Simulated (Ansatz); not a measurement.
```yaml
crystal:
  periodic: [false, false, false]
  atoms:
    - {symbol: B, position_ang: [0.000000, 0.000000, -1.934626]}
    - {symbol: Al, position_ang: [0.000000, 0.000000, 0.039690]}
    - {symbol: C, position_ang: [0.000000, 0.000000, 1.894936]}
basis:
  gaussian: {orbitals: def2-TZVP}
hamiltonian: {xc: pbe0}
relax: {f_tol: 0.004, max_steps: 80}
```

```sh
$ ansatz run in.yaml --threads 1 --pin off --events-out ev --progress --plain --max-ram 2176MiB
```

Steps of the relaxation (energy above the last step; positions in Å, forces in eV/Å):

```
3
step 1, 543.0 meV
B     0.000    0.000   -1.935    0.022    0.072   -2.721
Al    0.000    0.000    0.040   -0.046   -0.149    1.691
C     0.000    0.000    1.895    0.023    0.077    1.031
```

```
3
step 2, 227.6 meV
B     0.004    0.013   -2.024    0.016    0.054   -1.904
Al   -0.008   -0.027    0.070   -0.030   -0.099    0.738
C     0.004    0.014    1.954    0.014    0.045    1.166
```

```
3
step 3, 46.4 meV
B     0.008    0.027   -2.219    0.000   -0.001    0.009
Al   -0.017   -0.056    0.096    0.014    0.047    1.058
C     0.009    0.029    2.123   -0.014   -0.045   -1.067
```

```
3
step 10, 0.0 meV
B     0.001    0.003   -2.195    0.000    0.000    0.002
Al   -0.001   -0.002    0.124    0.000    0.000   -0.001
C     0.000   -0.001    2.071    0.000    0.000    0.000
```

Close pairs at the end: Al2–C3 1.947 Å, B1–Al2 2.319 Å.

A stationary point of restricted PBE0 after 10 steps (its stability towards spin polarisation wasn't tested); no frequencies were run, so it isn't proven a minimum. 81 s on 1 thread of Intel Xeon Platinum 8488C, shared host.
